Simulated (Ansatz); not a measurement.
## Redistribution: C5H10 + CH2ClF → C4H7F + C2H5Cl

Species: C5H10 `CC=C(C)C`, singlet; CH2ClF (chlorofluoromethane) `FCCl`, singlet; C4H7F `C/C=C(/C)F`, singlet; C2H5Cl (chloroethane) `CCCl`, singlet. The partners trade CH3 for F; both sit on C, so the bond types are kept.

Shapes, held fixed at every level: PBE0-D4/def2-TZVP. Programs: Ansatz 0.2.0. The zero-point and thermal change to 298 K, harmonic and unscaled (PBE0-D4/def2-TZVP), is +0.1 kJ/mol.

(1) Estimate ΔH(298 K) of this reaction.

## Answers

(1) The highest level, CCSD(T)/CBS estimate, gives ΔH(298 K) = -25.3 kJ/mol; the levels span -31.9 to -24.3. The column of differences is taken from that level and isn't an error. No measured value is set beside it here. The CBS estimate extrapolates MP2 from def2-TZVPP and def2-QZVPP and adds CCSD(T) − MP2 in the triple-zeta set, cores frozen. Times are processor times on shared x86 and Arm servers, and rough.

```
               level                   kind  ΔH(298 K) (kJ/mol)  less CCSD(T)/CBS estimate  CPU time (sum over the molecules)
       HF/def2-TZVPP           Hartree–Fock               -31.9                       -6.6                                  –
r2SCAN-D4/def2-TZVPP               meta-GGA               -28.9                       -3.6                               38 s
 BHLYP-D4/def2-TZVPP          global hybrid               -27.6                       -2.3                               23 s
  PBE0-D4/def2-TZVPP          global hybrid               -26.2                       -0.9                               22 s
        MP2/def2-SVP    perturbation theory               -27.3                       -2.0                                  –
  CCSD(T)/def2-TZVPP  coupled cluster or CI               -24.3                       +1.0                             54 min
CCSD(T)/CBS estimate  coupled cluster or CI               -25.3                        0.0                             58 min
```
